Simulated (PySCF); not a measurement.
nitrogen (N2), SMILES N#N. Atoms are numbered in the order given.

```xyz
2

N      0.0000     0.0000    -0.5447
N      0.0000     0.0000     0.5447
```
Charge 0, spin multiplicity 1.

The structure is a stationary point at PBE0-D3(BJ)/def2-TZVPD.

Two levels are set side by side: PBE/pcSseg-2 (PySCF) and PBE0/pcSseg-2 (PySCF). GIAO shifts against NH3 (¹⁵N) at the same level; non-relativistic, no solvent, atoms listed together averaged. Differences are taken from unrounded values.

| quantity | PBE |
|---|---|
| δ(¹⁵N) of N1, N2 (ppm) | 342.5 |

Problem. These are the PBE values. What does PBE0 give? (Estimate from the structure and the level; the computed values follow.)

Solution. 
```
quantity                 PBE0  PBE minus PBE0
----------------------  -----  --------------
δ(¹⁵N) of N1, N2 (ppm)  350.0            -7.5
```

Rough cost on one machine, each run with all the roots and properties that it gave: PBE0 against PBE within a factor of 2.
